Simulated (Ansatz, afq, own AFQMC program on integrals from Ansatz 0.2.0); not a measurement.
H₂ + H, doublet: a scan with AFQMC

```
atom   x (Å)   y (Å)    z (Å)
   H  0.0000  0.0000  -0.8190
   H  0.0000  0.0000  -0.0740
   H  0.0000  0.0000   0.8930
```

A hydrogen atom is moved from one rigid fragment to the other; the H1–H2 distance tells how far. The two fragments are held close together, so this isn't a minimum-energy path and the start is a compressed complex. Energies in kcal/mol count from this geometry (0.745 Å) at the same level; the start stands on UHF, each point on the determinant named.

Basis cc-pVTZ. Only valence electrons are correlated. AFQMC by an in-house program on the Cholesky factors that Ansatz 0.2.0 writes for its CCSD(T) run. The CISD trial takes its coefficients from CCSD amplitudes. Released means that phaseless walkers are propagated on without the constraint, phases kept. Error bars are statistical, one sigma.

| r(H1–H2) / Å | det. | T1 | weight | ⟨S²⟩ | B3LYP | HF | CCSD(T) |
| --- | --- | --- | --- | --- | --- | --- | --- |
| 0.808 | UHF | 0.017 | 0.97 | 0.78 | -1.6 | -0.4 | -1.1 |
| 0.840 | UHF | 0.017 | 0.97 | 0.78 | -1.8 | -0.4 | -1.3 |
| 0.872 | UHF | 0.017 | 0.97 | 0.78 | -1.8 | -0.4 | -1.3 |
| 0.904 | UHF | 0.017 | 0.97 | 0.78 | -1.6 | -0.4 | -1.1 |
| 0.967 | UHF | 0.015 | 0.97 | 0.77 | 0.0 | 0.0 | 0.0 |

Task: Estimate the curve of full CI, counted from the same start.

Result: 
| r(H1–H2) / Å | det. | T1 | weight | ⟨S²⟩ | FCI | ph-AFQMC/CISD | released AFQMC |
| --- | --- | --- | --- | --- | --- | --- | --- |
| 0.808 | UHF | 0.017 | 0.97 | 0.78 | -1.1 | -1.2 ± 0.01 | -1.1 ± 0.01 |
| 0.840 | UHF | 0.017 | 0.97 | 0.78 | -1.3 | -1.3 ± 0.01 | -1.3 ± 0.01 |
| 0.872 | UHF | 0.017 | 0.97 | 0.78 | -1.3 | -1.3 ± 0.01 | -1.3 ± 0.01 |
| 0.904 | UHF | 0.017 | 0.97 | 0.78 | -1.1 | -1.1 ± 0.01 | -1.1 ± 0.01 |
| 0.967 | UHF | 0.015 | 0.97 | 0.77 | 0.0 | 0.0 ± 0.01 | 0.0 ± 0.01 |

Weight is that of the determinant in the CISD state; at the start T1 is 0.015 and the weight 0.97, and ⟨S²⟩ is 0.77. Largest departures from full CI: CCSD(T) 0.0 kcal/mol at 0.872 (on UHF), ph-AFQMC/CISD 0.0 kcal/mol at 0.840 (on UHF) (within the noise), released AFQMC 0.0 kcal/mol at 0.904 (on UHF) (within the noise), B3LYP -0.5 kcal/mol at 0.840, HF 0.9 kcal/mol at 0.872 (on UHF). Functionals count only at points shown to share the start's state and spin.

A walk keeps the symmetry of its determinant, which the program's search chose and which needn't be the lowest solution, so a lower state of the same spin and another symmetry isn't excluded. Released energies are given only where the last usable release times agree within the noise; a slower fall can still hide under it.
